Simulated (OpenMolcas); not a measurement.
# BNH4 (SMILES BN): levels of theory compared

Aim: a comparison of 6 runs (HF/3-21G, HF/def2-TZVPP, B3LYP/def2-TZVPP, BHLYP/def2-TZVPP, TPSS/def2-TZVPP, MP2/def2-TZVPP) of BNH4. 

The results are computed with OpenMolcas 26.06.

## (1) The structure to begin with

BNH4: 6 atoms, total charge 0, spin state singlet. As SMILES, `BN`. One bond was lengthened or shortened from a relaxed shape.

Bond lengths: B1–N2 1.593 Å, B1–H3 1.197 Å, B1–H4 1.197 Å, N2–H5 1.006 Å, N2–H6 1.006 Å. Angles: B1–N2–H5 123.2°, B1–N2–H6 123.2°, N2–B1–H3 119.0°, N2–B1–H4 119.0°, H5–N2–H6 113.5°, H3–B1–H4 122.0°.

## (2) A single-point energy at HF/3-21G (run 1)

input.xyz

```xyz
6

B     -0.169352    -0.883187    -0.031061
N      0.146100     0.677400     0.010800
H      0.184648    -1.571587     0.882039
H     -0.753152    -1.332287    -0.974661
H     -0.121600     1.313700    -0.720800
H      0.632000     1.121400     0.771300
```

mol.inp

```
* BH4N Hartree-Fock
>>> EXPORT MOLCAS_PRINT=2

&GATEWAY
  BasLib=$CurrDir
  Coord=input.xyz
  Basis=3-21G
  Group=NoSym

&SEWARD

&SCF
  Thresholds=1e-10 1e-07 1e-07 1e-05
  PrOrbitals=1 1
```

The basis set 3-21G is read from a file made from the Basis Set Exchange's data (not shown).

On the command line:

```console
$ export MOLCAS_MEM=1860
$ pymolcas mol.inp > mol.log
```

What it wrote:

```text
--- Start Module: gateway ---
[...]
--- Stop Module: gateway /rc=_RC_ALL_IS_WELL_ ---
--- Start Module: seward ---
[...]
      Basis functions           26
--- Stop Module: seward /rc=_RC_ALL_IS_WELL_ ---
--- Start Module: scf ---
[...]
       Convergence after  12 Iterations
[...]
::    Total SCF energy                                -81.0203364919
[...]
      Total spin, S                                     0.0000000000
[...]
      Total electronic charge=   16.000000
      Total            charge=   -0.000000
[...]
      Dipole Moment (debye):
      Origin of the operator (angstrom)=    0.0042   -0.0244   -0.0080
                   X=  2.5308E-01               Y=  1.2538E+00               Z=  3.3603E-02           Total=  1.2796E+00
      Quadrupole Moment (debye*angstrom):
[...]
--- Stop Module: scf /rc=_RC_ALL_IS_WELL_ ---
[...]
```

It took 1.3 s on 1 thread of AMD EPYC 9R45 (Zen 5), shared host; peak memory 0.37 GiB.

## (3) A single-point energy at HF/def2-TZVPP (run 2)

job.input

```
* BH4N Hartree-Fock

&GATEWAY
 BasLib
 $CurrDir
 BasisSet
 B.def2-TZVPP....
 B1 -0.169352 -0.883187 -0.031061 angstrom
 End of Basis
 BasisSet
 N.def2-TZVPP....
 N2 0.146100 0.677400 0.010800 angstrom
 End of Basis
 BasisSet
 H.def2-TZVPP....
 H3 0.184648 -1.571587 0.882039 angstrom
 H4 -0.753152 -1.332287 -0.974661 angstrom
 H5 -0.121600 1.313700 -0.720800 angstrom
 H6 0.632000 1.121400 0.771300 angstrom
 End of Basis

&SEWARD

&SCF
 Thresholds
 1e-10 1e-07 1e-07 1e-05
 PrOrbitals
 0
```

The basis set def2-TZVPP is read from a file made from the Basis Set Exchange's data (not shown).

On the command line:

```console
$ export MOLCAS_MEM=1860
$ pymolcas job.input > job.log
```

What it wrote:

```text
--- Start Module: gateway ---
[...]
--- Stop Module: gateway /rc=_RC_ALL_IS_WELL_ ---
--- Start Module: seward ---
[...]
      Basis functions          118
--- Stop Module: seward /rc=_RC_ALL_IS_WELL_ ---
[...]
--- Start Module: scf ---
[...]
       Convergence after  12 Iterations
[...]
::    Total SCF energy                                -81.5045649298
[...]
      Total spin, S                                     0.0000000000
[...]
      Total electronic charge=   16.000000
      Total            charge=   -0.000000
[...]
      Dipole Moment (debye):
      Origin of the operator (angstrom)=    0.0042   -0.0244   -0.0080
                   X=  1.6386E-01               Y=  8.1210E-01               Z=  2.1722E-02           Total=  8.2876E-01
      Quadrupole Moment (debye*angstrom):
[...]
--- Stop Module: scf /rc=_RC_ALL_IS_WELL_ ---
[...]
```

Wall time 12 s (1 thread of AMD EPYC 9R45 (Zen 5), shared host); peak memory 0.74 GiB.

Runs 3 to 5 aren't shown in full; the table further down has their settings and results.

## (4) The energy at MP2/def2-TZVPP (run 6)

test.input

```
>>> EXPORT MOLCAS_PRINT=2

&GATEWAY
  BasLib=$CurrDir
  Coord
  6
  angstrom
  B       -0.169352      -0.883187      -0.031061
  N        0.146100       0.677400       0.010800
  H        0.184648      -1.571587       0.882039
  H       -0.753152      -1.332287      -0.974661
  H       -0.121600       1.313700      -0.720800
  H        0.632000       1.121400       0.771300
  Basis=def2-TZVPP
  Group=NoSym

&SEWARD

&SCF
  Thresholds=1e-10 1e-07 1e-07 1e-05
  PrOrbitals=1 2

&MBPT2
  Frozen=2
```

The basis set def2-TZVPP is read from a file made from the Basis Set Exchange's data (not shown).

On the command line:

```console
$ export MOLCAS_MEM=1860
$ pymolcas test.input > test.log
```

What it wrote:

```text
--- Start Module: gateway ---
[...]
--- Stop Module: gateway /rc=_RC_ALL_IS_WELL_ ---
[...]
      Basis functions          118
[...]
--- Start Module: scf ---
[...]
       Convergence after  12 Iterations
[...]
::    Total SCF energy                                -81.5045649298
[...]
      Total spin, S                                     0.0000000000
[...]
      Total electronic charge=   16.000000
      Total            charge=   -0.000000
[...]
      Dipole Moment (debye):
      Origin of the operator (angstrom)=    0.0042   -0.0244   -0.0080
                   X=  1.6386E-01               Y=  8.1210E-01               Z=  2.1722E-02           Total=  8.2876E-01
      Quadrupole Moment (debye*angstrom):
[...]
--- Stop Module: scf /rc=_RC_ALL_IS_WELL_ ---
[...]
--- Start Module: mbpt2 ---
[...]
WARNING!
Default frozen orbitals as non valence orbitals is overwritten by user input.
Default values:   2
[...]
       Reference weight ( Cref**2 )         =        0.90567
::    Total MBPT2 energy                              -81.8334190494
[...]
      Total MBPT2 calculations                           0.50      0.54
--- Stop Module: mbpt2 /rc=_RC_ALL_IS_WELL_ ---
[...]
```

It took 12 s on 1 thread of AMD EPYC 9R45 (Zen 5), shared host; peak memory 0.74 GiB.

## (5) The series

```
run             level  integration grid  frozen core orbitals  energy (Eh)  dipole moment (D) of the reference  HOMO energy (eV)  LUMO energy (eV)  wall time
  1          HF/3-21G                 –                     –   -81.020336                                1.28            -10.80              3.77      1.3 s
  2     HF/def2-TZVPP                 –                     –   -81.504565                                0.83            -11.02              2.69       12 s
  3  B3LYP/def2-TZVPP         UltraFine                     –   -82.060610                                1.28             -7.62             -0.81       25 s
  4  BHLYP/def2-TZVPP         UltraFine                     –   -82.000631                                1.07             -9.05              0.42       24 s
  5   TPSS/def2-TZVPP         UltraFine                     –   -82.068128                                1.38             -6.57             -1.30       32 s
  6    MP2/def2-TZVPP                 –                     2   -81.833419                                0.83            -11.02              2.69       12 s
```

## (6) What came out

```
                                          quantity         value
                               run 6: total energy  -81.83342 Eh
         run 6: dipole moment (mean-field density)        0.83 D
        run 6: HOMO energy (Hartree–Fock orbitals)     -11.02 eV
        run 6: LUMO energy (Hartree–Fock orbitals)       2.69 eV
      run 6: HOMO–LUMO gap (Hartree–Fock orbitals)      13.70 eV
run 6: correlation energy (2 core orbitals frozen)    -328.9 mEh
```

Over runs 1, 2, 3, 4, 5 the dipole moment (its size) runs from 0.83 D (HF/def2-TZVPP) to 1.38 D (TPSS/def2-TZVPP). Over runs 1, 2, 3, 4, 5 the HOMO–LUMO gap runs from 5.27 eV (TPSS/def2-TZVPP) to 14.58 eV (HF/3-21G). The two ends differ in method and basis. Totals of different functionals can't be ranked against each other. All runs together took 1.8 min, the longest 32 s.
